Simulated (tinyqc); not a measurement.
Inside a calculation. Method: CIS and TDHF on RHF in the sto-3g basis, for H2F+, spin multiplicity 1. One step of it, computed by the program tinyqc.

Question. CIS matrix, singlets. A(ia,jb) = (e_a - e_i) d_ij d_ab + 2 (ia|jb) - (ij|ab).

orbital energies (hartree): MO1 -26.585087, MO2 -1.990078, MO3 -1.097152, MO4 -1.028229, MO5 -1.002544, MO6 -0.077721, MO7 0.037796

Two-electron integrals over orbitals (pq|rs), unique and non-zero (hartree):
```
(11|11) 5.363384    (21|11) -0.507943   (21|21) 0.076251    (22|11) 1.210068
(22|21) -0.020194   (22|22) 0.860535    (31|11) 0.002228    (31|21) -0.000291
(31|22) 0.000227    (31|31) 0.017743    (32|11) -0.001632   (32|21) 0.000135
(32|22) 0.000091    (32|31) 0.026041    (32|32) 0.153686    (33|11) 0.981949
(33|21) -0.008498   (33|22) 0.750741    (33|31) -0.000084   (33|32) -0.000383
(33|33) 0.720732    (41|11) 0.124735    (41|21) -0.016333   (41|22) 0.012360
(41|31) 0.000109    (41|32) 0.000007    (41|33) 0.004727    (41|41) 0.026791
(42|11) -0.099521   (42|21) 0.007441    (42|22) -0.008040   (42|31) 4.83e-06
(42|32) 0.000136    (42|33) -0.009142   (42|41) 0.029156    (42|42) 0.159104
(43|11) 0.001607    (43|21) -0.000063   (43|22) 0.000677    (43|31) -0.003526
(43|32) 0.006895    (43|33) 0.000895    (43|41) -0.000151   (43|42) -0.000950
(43|43) 0.049920    (44|11) 1.124677    (44|21) -0.013586   (44|22) 0.802269
(44|31) 0.000014    (44|32) -0.001167   (44|33) 0.695960    (44|41) -0.009456
(44|42) -0.084595   (44|43) 0.000746    (44|44) 0.849005    (51|51) 0.029569
(52|51) 0.039339    (52|52) 0.183455    (53|51) -0.000161   (53|52) -0.000590
(53|53) 0.037866    (54|51) -0.009020   (54|52) -0.033350   (54|53) 0.000197
(54|54) 0.051802    (55|11) 1.264020    (55|21) -0.014375   (55|22) 0.883308
(55|31) 0.000064    (55|32) -0.000871   (55|33) 0.740034    (55|41) 0.003579
(55|42) -0.054996   (55|43) 0.000932    (55|44) 0.815496    (55|55) 0.997514
(61|11) 0.185473    (61|21) -0.029419   (61|22) 0.003614    (61|31) 0.000353
(61|32) 0.000311    (61|33) 0.001918    (61|41) -0.006919   (61|42) -0.019788
(61|43) 0.000059    (61|44) 0.012211    (61|55) 0.005219    (61|61) 0.018869
(62|11) -0.261536   (62|21) 0.006530    (62|22) -0.136596   (62|31) 0.000216
(62|32) 0.001358    (62|33) -0.086228   (62|41) -0.018007   (62|42) -0.048253
(62|43) -0.000386   (62|44) -0.086736   (62|55) -0.138539   (62|61) 0.006708
(62|62) 0.073238    (63|11) 0.007552    (63|21) -0.000157   (63|22) 0.004025
(63|31) -0.003866   (63|32) 0.019688    (63|33) 0.003710    (63|41) 0.000017
(63|42) -0.001170   (63|43) 0.018437    (63|44) 0.002841    (63|55) 0.004312
(63|61) 0.000020    (63|62) -0.001550   (63|63) 0.065113    (64|11) -0.304136
(64|21) 0.004374    (64|22) -0.162751   (64|31) -0.000165   (64|32) -0.001037
(64|33) -0.098421   (64|41) -0.004188   (64|42) 0.021311    (64|43) -0.000856
(64|44) -0.165958   (64|55) -0.170213   (64|61) 0.000079    (64|62) 0.059189
(64|63) -0.003379   (64|64) 0.092452    (65|51) -0.012049   (65|52) -0.047308
(65|53) 0.000568    (65|54) -0.011072   (65|65) 0.024224    (66|11) 0.685206
(66|21) -0.005472   (66|22) 0.561179    (66|31) -0.000239   (66|32) -0.003324
(66|33) 0.541940    (66|41) 0.014750    (66|42) 0.063776    (66|43) -0.002705
(66|44) 0.532820    (66|55) 0.538667    (66|61) -0.005581   (66|62) -0.053654
(66|63) -0.003642   (66|64) -0.028862   (66|66) 0.538047    (71|11) 0.005286
(71|21) -0.000853   (71|22) 0.000057    (71|31) -0.016261   (71|32) -0.023037
(71|33) 0.000193    (71|41) 0.000016    (71|42) -0.000268   (71|43) 0.003310
(71|44) 0.000247    (71|55) 0.000145    (71|61) 0.000179    (71|62) -0.000199
(71|63) 0.003205    (71|64) 0.000109    (71|66) 0.000231    (71|71) 0.014932
(72|11) -0.007574   (72|21) 0.000179    (72|22) -0.003955   (72|31) -0.017557
(72|32) -0.068987   (72|33) -0.001750   (72|41) -0.000265   (72|42) -0.000292
(72|43) 0.022398    (72|44) -0.003022   (72|55) -0.003942   (72|61) -0.000200
(72|62) 0.000681    (72|63) 0.024452    (72|64) 0.001621    (72|66) -0.001749
(72|71) 0.015564    (72|72) 0.055681    (73|11) -0.425068   (73|21) 0.008158
(73|22) -0.215441   (73|31) -0.000009   (73|32) 0.001948    (73|33) -0.167245
(73|41) 0.001089    (73|42) 0.059344    (73|43) 0.000068    (73|44) -0.192763
(73|55) -0.235664   (73|61) -0.004814   (73|62) 0.063960    (73|63) -0.001033
(73|64) 0.100186    (73|66) -0.017931   (73|71) -0.000135   (73|72) 0.002331
(73|73) 0.164443    (74|11) -0.002731   (74|21) 0.000025    (74|22) -0.001335
(74|31) 0.007134    (74|32) 0.054790    (74|33) -0.000633   (74|41) -0.000213
(74|42) -0.000704   (74|43) -0.002660   (74|44) -0.001713   (74|55) -0.001451
(74|61) 0.000216    (74|62) 0.001094    (74|63) 0.045963    (74|64) -0.000546
(74|66) -0.003680   (74|71) -0.006613   (74|72) -0.009939   (74|73) 0.002287
(74|74) 0.052203    (75|51) -0.000340   (75|52) -0.001335   (75|53) -0.025355
(75|54) 0.000028    (75|65) 0.000199    (75|75) 0.019025    (76|11) -0.000272
(76|21) 0.000018    (76|22) 0.000401    (76|31) 0.008566    (76|32) 0.083860
(76|33) 0.000362    (76|41) 0.000218    (76|42) 0.000562    (76|43) 0.053345
(76|44) -0.001177   (76|55) -0.000063   (76|61) 1.90e-06    (76|62) -0.000557
(76|63) 0.080608    (76|64) -0.002713   (76|66) -0.007283   (76|71) -0.007894
(76|72) 0.006746    (76|73) 0.003160    (76|74) 0.065491    (76|76) 0.158357
(77|11) 0.755724    (77|21) -0.006965   (77|22) 0.590445    (77|31) 0.000508
(77|32) 0.004326    (77|33) 0.592183    (77|41) 0.003286    (77|42) 0.010448
(77|43) 0.002314    (77|44) 0.566563    (77|55) 0.577189    (77|61) 0.001554
(77|62) -0.039651   (77|63) 0.004998    (77|64) -0.029301   (77|66) 0.528526
(77|71) -0.000377   (77|72) -0.000910   (77|73) -0.058808   (77|74) 0.003105
(77|76) 0.007039    (77|77) 0.559616
```

Give: CIS matrix A, singlet.

Answer.

CIS matrix A, singlet (hartree), lower triangle:
```
         1>6      1>7     2>6      2>7      3>6     3>7     4>6     4>7
1>6  25.8599
1>7   0.0006  25.8970
2>6   0.0189  -0.0004  1.4977
2>7  -0.0004   0.0381  0.0010   1.5488
3>6   0.0003  -0.0022  0.0002  -0.0350   0.6077
3>7  -0.0182  -0.0008  0.0441   0.0003  -0.0024  0.8717
4>6  -0.0146   0.0000  0.0546   0.0027  -0.0041  0.1470  0.6026
4>7   0.0002  -0.0165  0.0016  -0.0303   0.0386  0.0023  0.0001  0.6039
5>6   0.0000   0.0000  0.0000   0.0000   0.0000  0.0000  0.0000  0.0000
5>7   0.0000   0.0000  0.0000   0.0000   0.0000  0.0000  0.0000  0.0000

        5>6     5>7
5>6  0.4346
5>7  0.0005  0.5012
```
